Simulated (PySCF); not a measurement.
**CHFO (formyl fluoride) at BLYP/def2-TZVPP**

What is the vertical singlet–triplet gap of CHFO (formyl fluoride) at BLYP/def2-TZVPP? 

The calculation is run with PySCF 2.14.0.

2 further runs of the same task are left out: 2 set aside as unsound or not needed.

### 1 Starting point

The species is CHFO (4 atoms), meant as a singlet with charge 0. As SMILES, `O=CF`. The coordinates come from a GFN2-xTB relaxation.

Bond lengths: O1–C2 1.171 Å, C2–F3 1.341 Å, C2–H4 1.098 Å. Angles: O1–C2–F3 122.3°, O1–C2–H4 129.0°, F3–C2–H4 108.7°.

### 2 The energy at BLYP/def2-TZVPP

Input file job.py:

```python
from pyscf import gto, dft

molecule = gto.M(
    atom=[
    ('O', (-0.889680, 0.196020, 0.829980)),
    ('C', (-0.049740, 0.073340, 0.022930)),
    ('F', (0.584370, -1.090860, -0.181350)),
    ('H', (0.355050, 0.821510, -0.671560)),
],
    max_memory=1860,
    verbose=4,
    basis='def2-tzvpp',
)

myscf = dft.RKS(molecule)
myscf.xc = 'blyp'
myscf.grids.level = 5
myscf.conv_tol = 1e-10
myscf.kernel()
if not myscf.converged:
    myscf = myscf.newton().run(myscf.mo_coeff, myscf.mo_occ)

e_final = myscf.e_tot
print('E = %.10f Eh' % e_final)
```

On the command line:

```console
$ OMP_NUM_THREADS=1 python job.py
```

Output:

```text
PySCF version 2.14.0

[INPUT] num. atoms = 4
[INPUT] num. electrons = 24
[INPUT] charge = 0
[INPUT] spin (= nelec alpha-beta = 2S) = 0
[INPUT] symmetry False subgroup None
[INPUT] Mole.unit = angstrom
[INPUT] Symbol           X                Y                Z      unit          X                Y                Z       unit  Magmom
[INPUT]  1 O     -0.889680000000   0.196020000000   0.829980000000 AA   -1.681251538503   0.370424114937   1.568434888867 Bohr   0.0
[INPUT]  2 C     -0.049740000000   0.073340000000   0.022930000000 AA   -0.093994977436   0.138592513976   0.043331420036 Bohr   0.0
[INPUT]  3 F      0.584370000000  -1.090860000000  -0.181350000000 AA    1.104299255412  -2.061426640243  -0.342701832690 Bohr   0.0
[INPUT]  4 H      0.355050000000   0.821510000000  -0.671560000000 AA    0.670947260527   1.552428908591  -1.269064476213 Bohr   0.0

nuclear repulsion = 67.6421796964721
number of shells = 39
number of NR pGTOs = 154
number of NR cGTOs = 107
basis = def2-tzvpp
ecp = {}

******** <class 'pyscf.dft.rks.RKS'> ********
method = RKS
initial guess = minao
damping factor = 0
level_shift factor = 0
DIIS = <class 'pyscf.scf.diis.CDIIS'>
diis_start_cycle = 1
diis_space = 8
diis_damp = 0
SCF conv_tol = 1e-10
SCF conv_tol_grad = None
SCF max_cycles = 50
direct_scf = True
direct_scf_tol = 1e-13
XC library pyscf.dft.libxc version 7.0.0
    S. Lehtola, C. Steigemann, M. J.T. Oliveira, and M. A.L. Marques.,  SoftwareX 7, 1–5 (2018)
XC functionals = blyp
    A. D. Becke.,  Phys. Rev. A 38, 3098 (1988)
    C. Lee, W. Yang, and R. G. Parr.,  Phys. Rev. B 37, 785 (1988)
    B. Miehlich, A. Savin, H. Stoll, and H. Preuss.,  Chem. Phys. Lett. 157, 200 (1989)
radial grids:
    Treutler-Ahlrichs [JCP 102, 346 (1995); DOI:10.1063/1.469408] (M4) radial grids

becke partition: Becke, JCP 88, 2547 (1988); DOI:10.1063/1.454033
pruning grids: <function nwchem_prune>
grids dens level: 5
symmetrized grids: False
atomic radii adjust function: <function treutler_atomic_radii_adjust>
small_rho_cutoff = 0
Set gradient conv threshold to 1e-05
Initial guess from minao.
tot grids = 153376
init E= -214.19712334138
  HOMO = -0.369254654323377  LUMO = -0.0900612148250524  gap/eV = 7.59724
cycle= 1 E= -213.682100948171  delta_E= 0.515  |g|= 0.966  |ddm|= 1.67
  HOMO = -0.130519859516721  LUMO = -0.00317218552506525  gap/eV = 3.46531
cycle= 2 E= -212.54528180962  delta_E= 1.14  |g|= 2.54  |ddm|= 2.04
  HOMO = -0.292701143073923  LUMO = -0.0642059057260944  gap/eV = 6.21767
cycle= 3 E= -213.805268132709  delta_E= -1.26  |g|= 0.464  |ddm|= 1.78
  HOMO = -0.283378488937746  LUMO = -0.0699766697095718  gap/eV = 5.80696
cycle= 4 E= -213.836789918735  delta_E= -0.0315  |g|= 0.189  |ddm|= 0.309
  HOMO = -0.28854194759495  LUMO = -0.0793356542516896  gap/eV = 5.69279
cycle= 5 E= -213.841854148184  delta_E= -0.00506  |g|= 0.0323  |ddm|= 0.0839
  HOMO = -0.283713309152049  LUMO = -0.0733779243576862  gap/eV = 5.72352
cycle= 6 E= -213.842076669322  delta_E= -0.000223  |g|= 0.00912  |ddm|= 0.0262
  HOMO = -0.284999343230385  LUMO = -0.0743840613539177  gap/eV = 5.73113
cycle= 7 E= -213.842094973635  delta_E= -1.83e-05  |g|= 0.000781  |ddm|= 0.00728
  HOMO = -0.285006542336511  LUMO = -0.0743702862727176  gap/eV = 5.73170
cycle= 8 E= -213.84209506589  delta_E= -9.23e-08  |g|= 0.000262  |ddm|= 0.000706
  HOMO = -0.285000991114273  LUMO = -0.0743690527001952  gap/eV = 5.73159
cycle= 9 E= -213.842095078988  delta_E= -1.31e-08  |g|= 2.08e-05  |ddm|= 0.000167
  HOMO = -0.28499975727064  LUMO = -0.0743673287791644  gap/eV = 5.73160
cycle= 10 E= -213.842095079058  delta_E= -7.05e-11  |g|= 6.89e-06  |ddm|= 1.52e-05
  HOMO = -0.285001206567156  LUMO = -0.0743680143868062  gap/eV = 5.73162
Extra cycle  E= -213.842095079006  delta_E= 5.18e-11  |g|= 1.91e-05  |ddm|= 1.29e-05
converged SCF energy = -213.842095079006
E = -213.8420950790 Eh
```

Run time: 12 s. Hardware: 1 thread of Arm Neoverse V1, shared host; peak memory 0.54 GiB.

### 3 The triplet

Input file input.py:

```python
from pyscf import gto, dft

mol = gto.M(
    atom='''
O     -0.889680     0.196020     0.829980
C     -0.049740     0.073340     0.022930
F      0.584370    -1.090860    -0.181350
H      0.355050     0.821510    -0.671560
''',
    spin=2,
    basis='def2-tzvpp',
    verbose=4,
    max_memory=1860,
)

mf = dft.UKS(mol, xc='blyp')
mf.grids.level = 5
mf.conv_tol = 1e-10
mf.kernel()
if not mf.converged:
    mf = mf.newton().run(mf.mo_coeff, mf.mo_occ)

e_final = mf.e_tot
print('E = %.10f Eh' % e_final)
```

On the command line:

```console
$ OMP_NUM_THREADS=1 python input.py
```

Output:

```text
PySCF version 2.14.0

[INPUT] num. atoms = 4
[INPUT] num. electrons = 24
[INPUT] charge = 0
[INPUT] spin (= nelec alpha-beta = 2S) = 2
[INPUT] symmetry False subgroup None
[INPUT] Mole.unit = angstrom
[INPUT] Symbol           X                Y                Z      unit          X                Y                Z       unit  Magmom
[INPUT]  1 O     -0.889680000000   0.196020000000   0.829980000000 AA   -1.681251538503   0.370424114937   1.568434888867 Bohr   0.0
[INPUT]  2 C     -0.049740000000   0.073340000000   0.022930000000 AA   -0.093994977436   0.138592513976   0.043331420036 Bohr   0.0
[INPUT]  3 F      0.584370000000  -1.090860000000  -0.181350000000 AA    1.104299255412  -2.061426640243  -0.342701832690 Bohr   0.0
[INPUT]  4 H      0.355050000000   0.821510000000  -0.671560000000 AA    0.670947260527   1.552428908591  -1.269064476213 Bohr   0.0

nuclear repulsion = 67.6421796964721
number of shells = 39
number of NR pGTOs = 154
number of NR cGTOs = 107
basis = def2-tzvpp
ecp = {}

******** <class 'pyscf.dft.uks.UKS'> ********
method = UKS
initial guess = minao
damping factor = 0
level_shift factor = 0
DIIS = <class 'pyscf.scf.diis.CDIIS'>
diis_start_cycle = 1
diis_space = 8
diis_damp = 0
SCF conv_tol = 1e-10
SCF conv_tol_grad = None
SCF max_cycles = 50
direct_scf = True
direct_scf_tol = 1e-13
number electrons alpha = 13  beta = 11
XC library pyscf.dft.libxc version 7.0.0
    S. Lehtola, C. Steigemann, M. J.T. Oliveira, and M. A.L. Marques.,  SoftwareX 7, 1–5 (2018)
XC functionals = blyp
    A. D. Becke.,  Phys. Rev. A 38, 3098 (1988)
    C. Lee, W. Yang, and R. G. Parr.,  Phys. Rev. B 37, 785 (1988)
    B. Miehlich, A. Savin, H. Stoll, and H. Preuss.,  Chem. Phys. Lett. 157, 200 (1989)
radial grids:
    Treutler-Ahlrichs [JCP 102, 346 (1995); DOI:10.1063/1.469408] (M4) radial grids

becke partition: Becke, JCP 88, 2547 (1988); DOI:10.1063/1.454033
pruning grids: <function nwchem_prune>
grids dens level: 5
symmetrized grids: False
atomic radii adjust function: <function treutler_atomic_radii_adjust>
small_rho_cutoff = 0
Set gradient conv threshold to 1e-05
tot grids = 153376
init E= -214.19712334138
[... the frontier-level lines of each cycle are left out ...]


cycle= 1 E= -213.568060127631  delta_E= 0.629  |g|= 0.444  |ddm|= 1.37


cycle= 2 E= -213.343947862463  delta_E= 0.224  |g|= 0.889  |ddm|= 0.684


cycle= 3 E= -213.636479925109  delta_E= -0.293  |g|= 0.0952  |ddm|= 0.489


cycle= 4 E= -213.636094699702  delta_E= 0.000385  |g|= 0.105  |ddm|= 0.101


cycle= 5 E= -213.639603460858  delta_E= -0.00351  |g|= 0.0199  |ddm|= 0.0535


cycle= 6 E= -213.639759257603  delta_E= -0.000156  |g|= 0.00661  |ddm|= 0.02


cycle= 7 E= -213.639777597814  delta_E= -1.83e-05  |g|= 0.00109  |ddm|= 0.00583


cycle= 8 E= -213.639778040025  delta_E= -4.42e-07  |g|= 0.000166  |ddm|= 0.000854


cycle= 9 E= -213.639778053713  delta_E= -1.37e-08  |g|= 7.63e-05  |ddm|= 0.00019


cycle= 10 E= -213.639778056219  delta_E= -2.51e-09  |g|= 1.34e-05  |ddm|= 6.2e-05


cycle= 11 E= -213.639778056307  delta_E= -8.86e-11  |g|= 4.33e-06  |ddm|= 1.44e-05


Extra cycle  E= -213.639778056311  delta_E= -4.04e-12  |g|= 3.18e-06  |ddm|= 5.28e-06
converged SCF energy = -213.639778056311  <S^2> = 2.0036837  2S+1 = 3.0024548
E = -213.6397780563 Eh
```

Wall time 22 s (1 thread of Arm Neoverse V1, shared host); peak memory 0.55 GiB.

### 4 Outcome

At BLYP/def2-TZVPP:

```
                                        quantity          value
                           singlet: total energy  -213.84210 Eh
                          singlet: dipole moment         1.98 D
                            singlet: HOMO energy       -7.76 eV
                            singlet: LUMO energy       -2.02 eV
                          singlet: HOMO–LUMO gap        5.73 eV
                           triplet: total energy  -213.63978 Eh
                          triplet: dipole moment         1.18 D
     triplet: HOMO energy (highest over α and β)       -2.45 eV
                                   triplet: ⟨S²⟩          2.004
vertical energy of the triplet above the singlet       5.505 eV
```

In words: At this shape the triplet lies 5.51 eV (127 kcal/mol) above the singlet. Mulliken charges (triplet) run from -0.16 on F3 to +0.15 on H4.
